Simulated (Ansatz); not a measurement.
Cost and result for the atomization energy of C3H4FNO (10 atoms, 9 bonds).

```xyz
10

N    -1.126   -0.893   -0.922
C    -0.437   -0.491    0.274
C     0.504    0.676    0.110
C     1.160    1.369    1.249
F     2.357    0.880    1.412
O     0.718    1.248   -0.939
H    -1.708   -0.136   -1.262
H    -0.462   -1.088   -1.661
H     0.147   -1.329    0.676
H    -1.153   -0.236    1.063
```

Total charge 0; spin multiplicity 1. The bonds changed during the relaxation, so this is another structure than the one it started from. The geometry is a stationary point of PBE0-D4/def2-TZVP. It is one conformer, not always the lowest. Program: Ansatz. All runs use 4 threads of an Arm Neoverse V2 on a shared host. Times are those of one run each, without the atoms' runs, and a repeat can differ threefold. Electronic energies, without spin–orbit coupling; frozen cores. CCSD(T)/CBS adds CCSD(T) − MP2 in def2-TZVPP to the MP2 limit, and its time is that of the two runs behind it. T1 = 0.018; the RHF reference is unstable towards UHF. B3LYP takes the VWN-RPA correlation (the form of Gaussian; ORCA's B3LYP/G).

CCSD(T)/CBS is a level of theory with its own doubt, some kJ/mol a heavy atom from the limit and from the frozen cores, so smaller differences don't rank the functionals.

| level | functions | wall time | atomization (kJ/mol) | difference from CCSD(T)/CBS | per bond |
| --- | --- | --- | --- | --- | --- |
| PBE-D4/def2-TZVPP (with forces) | 242 | 1.9 s | 4139.1 | 209.3 | 23.3 |
| PBE0-D4/def2-TZVPP | 242 | 2 s | 3975.9 | 46.1 | 5.1 |
| B3LYP-D4/def2-TZVPP (with forces) | 242 | 3.2 s | 3949.6 | 19.8 | 2.2 |
| r2SCAN-D4/def2-TZVPP (with forces) | 242 | 3.6 s | 3954.6 | 24.8 | 2.8 |
| B2PLYP/def2-TZVPP | 242 | 4.3 s | 3901.8 | -28.0 | -3.1 |
| ωB97X-V/def2-TZVPP | 242 | 5.5 s | 3957.3 | 27.5 | 3.1 |
| ωB97M-V/def2-TZVPP (with forces) | 242 | 9 s | 3965.7 | 35.9 | 4.0 |
| MP2/def2-QZVPP | 462 | 23 s | 3988.6 | 58.8 | 6.5 |
| CCSD(T)/def2-TZVPP | 242 | 2.9 min | 3805.7 | -124.1 | -13.8 |
| CCSD(T)/CBS(def2) | – | 3.3 min | 3929.8 | 0.0 | 0.0 |

From PBE to PBE0 (25 % exact exchange), in def2-TZVPP and without D4, the atomization energy moves by −160.3 kJ/mol: exact exchange takes away binding that semilocal exchange gives to molecules. The D4 term adds +27.8 kJ/mol with B3LYP and +14.5 kJ/mol with PBE0; it sums over pairs of atoms, weighted by their polarisabilities, and B3LYP, whose exchange is more repulsive, gets the larger term. In def2-TZVPP, CCSD(T) changes the Hartree–Fock value by +1213.9 kJ/mol (the triples alone add +91.1 kJ/mol) and MP2 by +1323.2 kJ/mol; breaking electron pairs costs correlation energy, which Hartree–Fock lacks.
